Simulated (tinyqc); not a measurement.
CCSD on RHF in the sto-6g basis, for BH3, spin multiplicity 1, step by step. One step of it, computed by the program tinyqc.

Problem. CCSD: starting amplitudes. t_ij^ab = <ij||ab> / (e_i + e_j - e_a - e_b), whose energy is MP2.

orbital energies (hartree): MO1 -7.525592, MO2 -0.661734, MO3 -0.460777, MO4 -0.460773, MO5 0.235234, MO6 0.666772, MO7 0.727687, MO8 0.727707

Two-electron integrals over orbitals (pq|rs), unique and non-zero (hartree):
```
(11|11) 2.898784    (21|11) -0.251364   (21|21) 0.034656    (22|11) 0.601703
(22|21) -0.008559   (22|22) 0.440708    (31|31) 0.007505    (32|31) 0.012621
(32|32) 0.120712    (33|11) 0.541961    (33|21) -0.003307   (33|22) 0.436508
(33|33) 0.489861    (41|11) -0.000029   (41|21) 2.97e-06    (41|22) -4.87e-06
(41|33) -0.003995   (41|41) 0.007505    (42|11) -3.29e-06   (42|21) -2.43e-06
(42|22) -0.000038   (42|33) -0.063691   (42|41) 0.012619    (42|42) 0.120683
(43|31) -0.003992   (43|32) -0.063680   (43|43) 0.049413    (44|11) 0.541942
(44|21) -0.003308   (44|22) 0.436467    (44|33) 0.390978    (44|41) 0.003996
(44|42) 0.063707    (44|44) 0.489878    (51|11) -0.009988   (51|21) 0.001270
(51|22) -0.000808   (51|33) -0.000394   (51|41) 1.86e-07    (51|42) 1.82e-08
(51|44) -0.000394   (51|51) 0.022217    (52|11) 0.005238    (52|21) -0.000421
(52|22) -0.000895   (52|33) -0.000623   (52|41) -3.42e-08   (52|42) 6.90e-08
(52|44) -0.000624   (52|51) 0.020933    (52|52) 0.068692    (53|31) 0.000151
(53|32) -0.000972   (53|43) 0.000978    (53|53) 0.017588    (54|11) 1.50e-06
(54|21) -8.80e-08   (54|22) 3.79e-07    (54|33) 0.000978    (54|41) 0.000151
(54|42) -0.000973   (54|44) -0.000978   (54|51) 2.58e-06    (54|52) 0.000006
(54|54) 0.017587    (55|11) 0.742944    (55|21) -0.009326   (55|22) 0.461349
(55|33) 0.432408    (55|41) -9.86e-07   (55|42) -2.87e-06   (55|44) 0.432396
(55|51) 0.001291    (55|52) 0.006654    (55|54) 1.43e-06    (55|55) 0.587212
(61|11) -0.290750   (61|21) 0.041267    (61|22) -0.009300   (61|33) -0.003369
(61|41) 0.000024    (61|42) 0.000027    (61|44) -0.003354   (61|51) 0.000759
(61|52) -0.001135   (61|54) 2.68e-07    (61|55) -0.007742   (61|61) 0.049350
(62|11) 0.225130    (62|21) -0.010183   (62|22) 0.043200    (62|33) 0.022201
(62|41) 0.000010    (62|42) 2.88e-06    (62|44) 0.022134    (62|51) -0.001105
(62|52) -0.000313   (62|54) 2.45e-06    (62|55) 0.109249    (62|61) -0.010757
(62|62) 0.071764    (63|31) 0.003448    (63|32) -0.042818   (63|43) 0.040518
(63|53) 0.001137    (63|63) 0.059252    (64|11) 0.000335    (64|21) -0.000009
(64|22) 0.000089    (64|33) 0.040645    (64|41) 0.003439    (64|42) -0.042962
(64|44) -0.040557   (64|51) -7.67e-08   (64|52) 4.03e-06    (64|54) 0.001140
(64|55) 0.000164    (64|61) 5.28e-07    (64|62) 0.000173    (64|64) 0.059435
(65|11) -0.004530   (65|21) -0.000202   (65|22) -0.002591   (65|33) -0.001162
(65|41) 7.76e-07    (65|42) 0.000006    (65|44) -0.001156   (65|51) 0.023519
(65|52) 0.065228    (65|54) 0.000032    (65|55) 0.000629    (65|61) -0.001062
(65|62) -0.004237   (65|64) -4.34e-06   (65|65) 0.067983    (66|11) 0.633308
(66|21) -0.012746   (66|22) 0.438255    (66|33) 0.436842    (66|41) 0.000037
(66|42) 0.000316    (66|44) 0.437178    (66|51) -0.002321   (66|52) -0.004659
(66|54) -4.23e-06   (66|55) 0.460492    (66|61) -0.013611   (66|62) 0.030159
(66|64) -0.000086   (66|65) -0.005955   (66|66) 0.456381    (71|11) 0.000437
(71|21) -0.000064   (71|22) 0.000008    (71|33) -0.005238   (71|41) 0.013248
(71|42) 0.019218    (71|44) 0.005251    (71|51) -1.15e-06   (71|52) 1.64e-06
(71|54) 0.000294    (71|55) 0.000011    (71|61) -0.000040   (71|62) 0.000035
(71|64) 0.006274    (71|65) 2.85e-06    (71|66) 0.000081    (71|71) 0.023621
(72|11) -0.000361   (72|21) 0.000015    (72|22) -0.000069   (72|33) 0.024635
(72|41) 0.007677    (72|42) -0.003300   (72|44) -0.024709   (72|51) 1.61e-06
(72|52) -1.41e-07   (72|54) 0.001584    (72|55) -0.000174   (72|61) 0.000036
(72|62) -0.000047   (72|64) 0.046086    (72|65) 0.000007    (72|66) -0.000074
(72|71) 0.012946    (72|72) 0.048847    (73|31) 0.003136    (73|32) 0.051077
(73|43) -0.023829   (73|53) -0.000830   (73|63) -0.030350   (73|73) 0.035963
(74|11) 0.204508    (74|21) -0.005242   (74|22) 0.046662    (74|33) 0.053226
(74|41) -0.003145   (74|42) -0.050941   (74|44) 0.005774    (74|51) 0.000037
(74|52) 0.002730    (74|54) 0.000828    (74|55) 0.098178    (74|61) -0.004990
(74|62) 0.068516    (74|64) 0.030402    (74|65) -0.001017   (74|66) 0.028770
(74|71) -0.005183   (74|72) 0.009644    (74|74) 0.105302    (75|11) 0.000006
(75|21) 2.32e-07    (75|22) 2.71e-06    (75|33) -0.001750   (75|41) 0.000529
(75|42) 0.003638    (75|44) 0.001754    (75|51) -0.000036   (75|52) -0.000100
(75|54) 0.016237    (75|55) -1.41e-06   (75|61) 2.88e-06    (75|62) 0.000007
(75|64) -0.001366   (75|65) -0.000072   (75|66) 0.000018    (75|71) 0.000880
(75|72) 0.000476    (75|74) -0.001540   (75|75) 0.020237    (76|11) 0.000054
(76|21) 3.75e-06    (76|22) -0.000010   (76|33) -0.057823   (76|41) 0.013032
(76|42) 0.108639    (76|44) 0.057888    (76|51) 3.05e-06    (76|52) 0.000008
(76|54) -0.001268   (76|55) 0.000015    (76|61) 0.000037    (76|62) 0.000017
(76|64) -0.045454   (76|65) 0.000013    (76|66) 0.000335    (76|71) 0.020733
(76|72) -0.008552   (76|74) -0.052384   (76|75) 0.003222    (76|76) 0.111125
(77|11) 0.682026    (77|21) -0.009353   (77|22) 0.456018    (77|33) 0.421416
(77|41) -0.000789   (77|42) 0.028404    (77|44) 0.487184    (77|51) -0.000277
(77|52) 0.001061    (77|54) -0.001017   (77|55) 0.476387    (77|61) -0.009215
(77|62) 0.047280    (77|64) -0.036708   (77|65) -0.000697   (77|66) 0.464690
(77|71) -0.002287   (77|72) -0.030786   (77|74) 0.043748    (77|75) 0.000591
(77|76) 0.029290    (77|77) 0.526444    (81|31) 0.013248    (81|32) 0.019219
(81|43) -0.005240   (81|53) 0.000294    (81|63) 0.006289    (81|73) 0.005175
(81|81) 0.023620    (82|31) 0.007676    (82|32) -0.003322   (82|43) 0.024679
(82|53) 0.001584    (82|63) 0.046064    (82|73) -0.009891   (82|81) 0.012944
(82|82) 0.048852    (83|11) 0.204496    (83|21) -0.005243   (83|22) 0.046626
(83|33) 0.005723    (83|41) 0.003141    (83|42) 0.051013    (83|44) 0.053286
(83|51) 0.000037    (83|52) 0.002730    (83|54) -0.000828   (83|55) 0.098170
(83|61) -0.004975   (83|62) 0.068494    (83|64) -0.030251   (83|65) -0.001012
(83|66) 0.029074    (83|71) 0.005192    (83|72) -0.009923   (83|74) 0.037487
(83|75) 0.001545    (83|76) 0.052529    (83|77) 0.065672    (83|83) 0.105390
(84|31) 0.003142    (84|32) 0.051015    (84|43) -0.023768   (84|53) -0.000828
(84|63) -0.030262   (84|73) 0.032116    (84|81) 0.005186    (84|82) -0.009817
(84|84) 0.035871    (85|31) 0.000529    (85|32) 0.003638    (85|43) -0.001751
(85|53) 0.016237    (85|63) -0.001361   (85|73) 0.001545    (85|81) 0.000880
(85|82) 0.000476    (85|84) 0.001543    (85|85) 0.020236    (86|31) 0.013035
(86|32) 0.108566    (86|43) -0.057728   (86|53) -0.001264   (86|63) -0.045186
(86|73) 0.052523    (86|81) 0.020739    (86|82) -0.008476   (86|84) 0.052456
(86|85) 0.003220    (86|86) 0.110946    (87|31) 0.000730    (87|32) -0.028900
(87|43) 0.033138    (87|53) 0.001023    (87|63) 0.036968    (87|73) -0.011280
(87|81) 0.002209    (87|82) 0.030754    (87|84) -0.011221   (87|85) -0.000604
(87|86) -0.029647   (87|87) 0.034492    (88|11) 0.682026    (88|21) -0.009353
(88|22) 0.456034    (88|33) 0.487358    (88|41) 0.000748    (88|42) -0.028737
(88|44) 0.421230    (88|51) -0.000277   (88|52) 0.001061    (88|54) 0.001022
(88|55) 0.476390    (88|61) -0.009209   (88|62) 0.047363    (88|64) 0.037025
(88|65) -0.000699   (88|66) 0.464515    (88|71) 0.002253    (88|72) 0.030661
(88|74) 0.065786    (88|75) -0.000599   (88|76) -0.029551   (88|77) 0.457902
(88|83) 0.043534    (88|88) 0.526623
```

Give: Starting amplitudes; correlation energy.

Solution.

Starting amplitudes (spin orbitals 1a, 1b, ...; amplitudes related by a flip of all spins are not repeated; the 24 largest):

| from | to | t |
|---|---|---|
| 3a 3b | 8a 8b | -0.044 |
| 4a 4b | 7a 7b | -0.044 |
| 2a 2b | 5a 5b | -0.038 |
| 2a 4b | 6a 7b | -0.027 |
| 2a 3b | 6a 8b | -0.027 |
| 2a 2b | 6a 6b | -0.027 |
| 4a 4b | 6a 6b | -0.026 |
| 3a 3b | 6a 6b | -0.026 |
| 2a 4b | 6b 7a | 0.018 |
| 2a 3b | 6b 8a | 0.018 |
| 2a 2b | 8a 8b | -0.018 |
| 2a 2b | 7a 7b | -0.018 |
| 3a 4b | 7b 8a | 0.016 |
| 3a 3b | 7a 7b | -0.015 |
| 4a 4b | 8a 8b | -0.015 |
| 3a 4b | 7a 8b | -0.014 |
| 4a 4b | 6a 7b | -0.013 |
| 3a 3b | 6a 7b | 0.013 |
| 3a 4b | 6a 8b | 0.013 |
| 3a 4b | 6b 8a | -0.013 |
| 3a 3b | 5a 5b | -0.013 |
| 4a 4b | 5a 5b | -0.013 |
| 2a 4a | 6a 7a | -0.009 |
| 2a 3a | 6a 8a | -0.009 |

correlation energy = -0.03803 hartree
